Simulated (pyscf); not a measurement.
Thermochemistry of product channels of SnH₂ [singlet] + H₂S on the singlet surface, in kJ/mol, from ωB97M-D3(BJ)/def2-TZVP energies (ideal gas, 1 atm, RRHO with modes under 100 cm⁻¹ raised to 100, one conformer, R ln 2 for rigid chiral ones). Structures and frequencies: ωB97X-D3(BJ)/def2-SVP in PySCF.

```json
[
 {"products": "HS–SnH: [singlet] + hydrogen (H₂)", "ΔE": "-92.0", "ΔH(298 K)": "-91.9", "ΔG(298 K)": "-84.6", "ΔG(900 K)": "-75.0"},
 {"products": "S=SnH₂ + hydrogen (H₂)", "ΔE": "+7.9", "ΔH(298 K)": "+4.9", "ΔG(298 K)": "+15.0", "ΔG(900 K)": "+30.7"},
 {"products": "HS–SnH₃", "ΔE": "-127.9", "ΔH(298 K)": "-121.2", "ΔG(298 K)": "-80.9", "ΔG(900 K)": "-2.9"}
]
```

The channel to HS–SnH₃ turns unfavourable between 298 and 1200 K (ΔG from -80.9 kJ/mol to +33.5 kJ/mol).

These are energies of the channels, which say nothing of barriers. Elements past Kr carry the def2 core potentials, without spin-orbit coupling.
